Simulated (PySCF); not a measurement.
Calculation: B3LYP-D3(BJ)/def2-TZVP // PBE0-D4/def2-TZVP in PySCF. Isolated molecules, 0 K electronic values unless said otherwise. B3LYP has the VWN-RPA correlation part, as in Gaussian. 

Reference species (SMILES): `C[O]` (neutral, multiplicity 2).

| Quantity | Value |
|---|---|
| highest occupied spin orbital | -7.48 eV |

Changed species: `[CH2][GeH3]` (radical fragment; the reference has radical fragment).

Q: Predict the effect on the highest occupied spin orbital.

A: the highest occupied spin orbital goes up by 0.95 eV, to -6.53 eV.
